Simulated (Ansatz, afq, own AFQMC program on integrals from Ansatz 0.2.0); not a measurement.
## Where AFQMC and coupled cluster stand for NHBr, quartet

```xyz
3

Br    0.0000    0.0000   -1.4980
H     0.0000    0.0000    0.1780
N     0.0000    0.0000    1.3200
```

Connectivity, by distances: Br ··· N, 1 bridging H.

Basis cc-pVTZ. Only valence electrons are correlated. Ansatz 0.2.0 and our own AFQMC program on the same integrals; the CISD trial comes from CCSD amplitudes, and released means the phaseless constraint is let go. ± is one standard error of the sampling. No spin–orbit coupling.

Determinant: UHF, the one that the program's search chose, which needn't be the lowest solution. The geometry is a point of a scan.

No full CI on the walks' own integrals is used here; CCSDT(Q) serves as the reference and is uncertain by about the last step of the cluster series.

Cautions: no relativity below Rb; no spin-orbit coupling; inner d shell frozen; lower spins were not checked; unrestricted determinant slightly spin contaminated (⟨S²⟩ 3.81 against 3.75); the released energies are still falling, so no released level is given (meV from the phaseless value at times in 1/Eh: -9 ± 4 at 0.24, -15 ± 4 at 0.51, -23 ± 5 at 0.99, -25 ± 7 at 1.62, -34 ± 8 at 2.40), though the last usable value meets CCSDT(Q) within the noise; the ph-AFQMC/CISD walk drifts between its halves (2.1 errors).

```
T1 diagnostic                               : 0.0167
weight of the determinant in the CISD state : 0.877
⟨S²⟩ of the determinant                     : 3.809
size of the correlated space                : 13 electrons in 72 orbitals
```

Reference: CCSDT(Q), correlation energy -9.185 eV.

| level | E − E(reference) (kJ/mol) | share of correlation (%) |
| --- | --- | --- |
| HF | 886.2 | 0.00 |
| MP2 | 131.3 | 85.18 |
| CCSD | 34.9 | 96.06 |
| CCSD(T) | 4.6 | 99.48 |
| CCSDT | 1.3 | 99.85 |
| ph-AFQMC/CISD | 2.1 ± 0.4 | 99.76 |

A walk keeps the symmetry of its determinant, which the program's search chose and which needn't be the lowest solution, so a lower state of the same spin and another symmetry isn't excluded.
